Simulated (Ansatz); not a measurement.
The cluster MgSi2, relaxed as a triplet with UKS r2SCAN-D4/def2-TZVP in Ansatz, starting from the r2SCAN-D4/def2-TZVP geometry of the neutral singlet. Force threshold 0.02 eV/Å.

At r2SCAN-D4/def2-TZVP a singlet of charge 0 lies 0.35 eV below the triplet, each at its own geometry. The structure comes from a short search, and lower isomers may exist.

Start:

Cartesian coordinates in Å:
```
Mg 0.4007 -0.3322 1.4072
Si 0.6808 -0.3628 -1.0798
Si -1.0814 0.6950 -0.3274
```

Task: Estimate the energy that the relaxation releases and the steps that it takes.

Result: 29.8 kJ/mol, in 5 steps; 34 s on 2 threads of Arm Neoverse V2 on a shared host. No frequencies were taken in this run, so the end may be a saddle point.

Task: Does the start keep its bonding and symmetry?

Result: By distances, no bond broke or formed. The bond that changes most is Mg1–Si2, from 2.50 to 2.76 Å (atoms count from 1). Point group C2v at the start, C2v at the end, both within 0.05 Å.

Task: Predict the relaxed structure.

Result: 
```xyz
3

Mg    0.4529   -0.3759    1.5975
Si    0.6223   -0.3215   -1.1604
Si   -1.0752    0.6975   -0.4372
```
Bond lengths: 2 × Mg–Si 2.76 Å; 1 × Si–Si 2.11 Å.
